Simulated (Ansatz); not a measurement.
Relaxation of H$_{5}$Si (6 atoms, charge 0, multiplicity 2), to a largest force component of 0.03 eV/Å in at most 50 steps.

Method: UKS r2SCAN-D4/def2-SVP (Ansatz).

```xyz
6
Properties=species:S:1:pos:R:3:forces:R:3
Si 0.000 0.000 -0.302 0.00 0.00 -0.21
H 0.000 0.000 2.364 0.00 0.00 -1.61
H 1.428 0.000 -0.741 -0.02 0.00 0.00
H -0.713 1.236 -0.742 0.01 -0.02 0.00
H -0.713 -1.236 -0.742 0.01 0.02 0.00
H 0.000 0.000 3.084 0.00 0.00 1.80
```

Where does it end, and by what steps?

The run converged. The force dipped under the threshold on the way, but the program's further checks kept it going. After 7 steps the energy has fallen by 0.088 eV; H6 moved furthest, 0.61 Å.

```tsv
step	energy less start (eV)	largest force component (eV/Å)	accepted
0	0.0000	1.798	yes
1	-0.0680	0.074	yes
2	-0.0822	0.123	yes
3	-0.0866	0.025	yes
4	-0.0877	0.008	yes
5	-0.0879	0.004	yes
6	-0.0879	0.006	no
7	-0.0879	0.004	yes
```

```xyz
6
Properties=species:S:1:pos:R:3
Si 0.001 0.000 -0.598
H 0.000 0.000 2.933
H 1.427 0.000 -1.036
H -0.713 1.235 -1.035
H -0.713 -1.235 -1.035
H 0.000 0.000 3.692
```

Time of the run: 15 s on 1 thread of Arm Neoverse V1, with other jobs on the host, peak memory 0.12 GiB.
